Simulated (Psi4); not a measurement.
Psi4 input (wB97X-D/6-31G*):

```
memory 1500 MB

molecule {
1 2
S     0.00184013    0.00030176    0.10309296
H    -0.00752722    0.96781232   -0.82771199
H    -0.02191490   -0.97264043   -0.82177540
symmetry c1
no_reorient
no_com
}

set {
  basis 6-31G*
  reference uks
  scf_type pk
  dft_radial_points 99
  dft_spherical_points 590
  e_convergence 1e-8
  d_convergence 1e-7
  maxiter 150
}

e = energy('wb97x-d')
print_out(f'\nFINAL {e:.10f} DIPOLE {variable("CURRENT DIPOLE")[0]:.6f} {variable("CURRENT DIPOLE")[1]:.6f} {variable("CURRENT DIPOLE")[2]:.6f}\n')
```

Output:

```
   => Loading Basis Set <=

    Name: 6-31G*
    Role: ORBITAL
    Keyword: BASIS
    atoms 1   entry S          line   316 file 6-31gs.gbs
    atoms 2-3 entry H          line    44 file 6-31gs.gbs

   => WB97X-D: Empirical Dispersion <=

    Chai and Head-Gordon Dispersion Correction
    Chai, J.-D.; Head-Gordon, M. (2010), J. Chem. Phys., 132: 6615-6620

        s6 =       1.000000

         ---------------------------------------------------------
                                   SCF
               by Justin Turney, Rob Parrish, Andy Simmonett
                          and Daniel G. A. Smith
                              UKS Reference
         ---------------------------------------------------------

  ==> Geometry <==

    Molecular point group: c1
    Full point group: C1

    Geometry (in Angstrom), charge = 1, multiplicity = 2:

       Center              X                  Y                   Z               Mass
    ------------   -----------------  -----------------  -----------------  -----------------
         S            0.001840130000     0.000301760000     0.103092960000    31.972071174400
         H           -0.007527220000     0.967812320000    -0.827711990000     1.007825032230
         H           -0.021914900000    -0.972640430000    -0.821775400000     1.007825032230

  Running in c1 symmetry.

  Rotational constants: A =      9.85012  B =      8.88397  C =      4.67107 [cm^-1]
  Rotational constants: A = 295299.18365  B = 266334.83281  C = 140035.06982 [MHz]
  Nuclear repulsion =   12.885338493500518

  Charge       = 1
  Multiplicity = 2
  Electrons    = 17
  Nalpha       = 9
  Nbeta        = 8

  ==> Algorithm <==

  SCF Algorithm Type is PK.
  DIIS enabled.
  MOM disabled.
  Fractional occupation disabled.
  Guess Type is SAD.
  Energy threshold   = 1.00e-08
  Density threshold  = 1.00e-07
  Integral threshold = 1.00e-12

  ==> Primary Basis <==

  Basis Set: 6-31G*
    Blend: 6-31G*
    Number of shells: 12
    Number of basis functions: 23
    Number of Cartesian functions: 23
    Spherical Harmonics?: false
    Max angular momentum: 2

  ==> DFT Potential <==

   => LibXC <=

    Version 7.1.2
    S. Lehtola, C. Steigemann, M. J. T. Oliveira, and M. A. L. Marques,  SoftwareX 7, 1–5 (2018) (10.1016/j.softx.2017.11.002)

   => Composite Functional: WB97X-D <=

    wB97X-D Hyb-GGA Exchange-Correlation Functional

    J.-D. Chai and M. Head-Gordon,  Phys. Chem. Chem. Phys. 10, 6615–6620 (2008) (10.1039/B810189B)

    Deriv               =              1
    GGA                 =           TRUE
    Meta                =          FALSE

    Exchange Hybrid     =           TRUE
    MP2 Hybrid          =          FALSE

   => Exchange-Correlation Functionals <=

    1.0000   wB97X-D range-separated functional

   => Exact (HF) Exchange <=

    0.7780            HF,LR [omega = 0.2000]
    0.2220               HF

   => LibXC Density Thresholds  <==

    XC_HYB_GGA_XC_WB97X_D:  1.00E-14

   => Molecular Quadrature <=

    Radial Scheme          =       TREUTLER
    Pruning Scheme         =           NONE
    Nuclear Scheme         =       TREUTLER

    Blocking Scheme        =         OCTREE
    BS radius alpha        =              1
    Pruning alpha          =              1
    Radial Points          =             99
    Spherical Points       =            590
    Total Points           =         166896
    Total Blocks           =           1272
    Max Points             =            255
    Max Functions          =             23
    Weights Tolerance      =       1.00E-15

  ==> Integral Setup <==

  Using in-core PK algorithm.
   Calculation information:
      Number of atoms:                   3
      Number of AO shells:              12
      Number of primitives:             35
      Number of atomic orbitals:        23
      Number of basis functions:        23

      Integral cutoff                 1.00e-12
      Number of threads:                 1

  Performing in-core PK
  Using 114678 doubles for integral storage.
  We computed 3081 shell quartets total.
  Whereas there are 3081 unique shell quartets.

  Computing range-separated integrals for PK
  We computed 3081 wK shell quartets total.
  Whereas there are 3081 wK unique shell quartets.

  ==> DiskJK: Disk-Based J/K Matrices <==

    J tasked:                  Yes
    K tasked:                  Yes
    wK tasked:                 Yes
    Omega:               2.000E-01
    Schwarz Cutoff:          1E-12


  Cached 100.0% of DFT collocation blocks in 0.105 [GiB].

  Minimum eigenvalue in the overlap matrix is 1.5200950174E-02.
  Reciprocal condition number of the overlap matrix is 3.4157561475E-03.
    Using symmetric orthogonalization.

  ==> Pre-Iterations <==

  SCF Guess: Superposition of Atomic Densities via on-the-fly atomic UHF (no occupation information).

   -------------------------
    Irrep   Nso     Nmo
   -------------------------
     A         23      23
   -------------------------
    Total      23      23
   -------------------------

  ==> Iterations <==

                        Total Energy        Delta E     RMS |[F,P]|

   @UKS iter SAD:  -399.14052309706130   -3.99141e+02   0.00000e+00
   @UKS iter   1:  -398.95937892858581    1.81144e-01   6.87270e-03 DIIS/ADIIS
   @UKS iter   2:  -398.98046452555548   -2.10856e-02   1.71901e-03 DIIS/ADIIS
   @UKS iter   3:  -398.98137034764267   -9.05822e-04   3.07726e-04 DIIS/ADIIS
   @UKS iter   4:  -398.98142636297757   -5.60153e-05   7.37994e-05 DIIS
   @UKS iter   5:  -398.98143079851360   -4.43554e-06   1.94996e-05 DIIS
   @UKS iter   6:  -398.98143110156570   -3.03052e-07   8.60197e-06 DIIS
   @UKS iter   7:  -398.98143117471454   -7.31488e-08   2.16237e-06 DIIS
   @UKS iter   8:  -398.98143118044288   -5.72834e-09   3.27413e-07 DIIS
   @UKS iter   9:  -398.98143118056754   -1.24658e-10   5.23210e-08 DIIS
  Energy and wave function converged.

  ==> Post-Iterations <==

   Electrons on quadrature grid:
      Nalpha   =    9.0000000120 ; deviation = 1.196e-08
      Nbeta    =    8.0000000136 ; deviation = 1.359e-08
      Ntotal   =   17.0000000255 ; deviation = 2.554e-08

   @Spin Contamination Metric:   3.535239490E-03
   @S^2 Expected:                7.500000000E-01
   @S^2 Observed:                7.535352395E-01
   @S   Expected:                5.000000000E-01
   @S   Observed:                5.000000000E-01

    Orbital Energies [Eh]
    ---------------------

    Alpha Occupied:

       1A    -89.437858     2A     -8.459815     3A     -6.414430
       4A     -6.404366     5A     -6.400845     6A     -1.215848
       7A     -0.867416     8A     -0.791045     9A     -0.735149

    Alpha Virtual:

      10A     -0.195592    11A     -0.150472    12A      0.114408
      13A      0.132881    14A      0.157074    15A      0.160438
      16A      0.445768    17A      0.454080    18A      0.463148
      19A      0.483417    20A      0.530627    21A      0.769441
      22A      0.966936    23A      3.586799

    Beta Occupied:

       1A    -89.431770     2A     -8.453963     3A     -6.400294
       4A     -6.396933     5A     -6.394705     6A     -1.171407
       7A     -0.857469     8A     -0.772480

    Beta Virtual:

       9A     -0.420989    10A     -0.189421    11A     -0.131773
      12A      0.128120    13A      0.135797    14A      0.164390
      15A      0.183935    16A      0.476081    17A      0.486553
      18A      0.510360    19A      0.516049    20A      0.567009
      21A      0.799358    22A      0.973199    23A      3.615024

    Final Occupation by Irrep:
              A
    DOCC [     8 ]
    SOCC [     1 ]
    NA   [     9 ]
    NB   [     8 ]

  @UKS Final Energy:  -398.98143118056754

   => Energetics <=

    Nuclear Repulsion Energy =             12.8853384935005177
    One-Electron Energy =                -570.0594238818406438
    Two-Electron Energy =                 177.1959394945749580
    DFT Exchange-Correlation Energy =     -19.0031778891439309
    Empirical Dispersion Energy =          -0.0001073976584271
    VV10 Nonlocal Energy =                  0.0000000000000000
    Total Energy =                       -398.9814311805675402

  UHF NO Occupations:
  HONO-2 :    7  A 1.9996920
  HONO-1 :    8  A 1.9986602
  HONO-0 :    9  A 1.0000000
  LUNO+0 :   10  A 0.0013398
  LUNO+1 :   11  A 0.0003080
  LUNO+2 :   12  A 0.0001207
  LUNO+3 :   13  A 0.0000000

Computation Completed

Properties will be evaluated at   0.000000,   0.000000,   0.000000 [a0]

Properties computed using the SCF density matrix

 Multipole Moments:

 ------------------------------------------------------------------------------------
     Multipole            Electronic (a.u.)      Nuclear  (a.u.)        Total (a.u.)
 ------------------------------------------------------------------------------------

 L = 1.  Multiply by 2.5417464519 to convert [e a0] to [Debye]
 Dipole X            :         -0.0119638           -0.0000001           -0.0119639
 Dipole Y            :         -0.0019620            0.0000001           -0.0019619
 Dipole Z            :         -0.6702723           -0.0000001           -0.6702723
 Magnitude           :                                                    0.6703820

 ------------------------------------------------------------------------------------

FINAL -398.9814311806 DIPOLE -0.011964 -0.001962 -0.670272

*** Psi4 exiting successfully. Buy a developer a beer!
```

The dipole moment of an ion depends on the origin.

The geometry given is a B3LYP-D3(BJ)/def2-TZVP minimum of the species of charge 0 and multiplicity 1, not of this state.
